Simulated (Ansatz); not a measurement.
Cartesian coordinates in Å:
```
C -0.504 -1.230 -0.806
C -0.043 -0.156 -0.217
C 0.387 0.868 0.402
N 0.851 1.908 0.872
H -0.390 -1.386 -1.877
H -1.020 -2.011 -0.253
H 0.720 2.007 1.879
```

Charge 0, multiplicity 1.

Q: List the CAM-B3LYP/def2-TZVPP orbital energies in eV (Ansatz). (Best estimate.)

A: Computed: Occupied: -392.12, -280.75, -279.92, -279.33, -27.67, -23.88, -20.97, -16.98, -15.49, -14.48, -12.56, -12.36, -9.39, -8.05. Lowest empty: -1.02, 1.96, 2.21, 2.77, 4.06, 4.72, 4.95, 5.69.
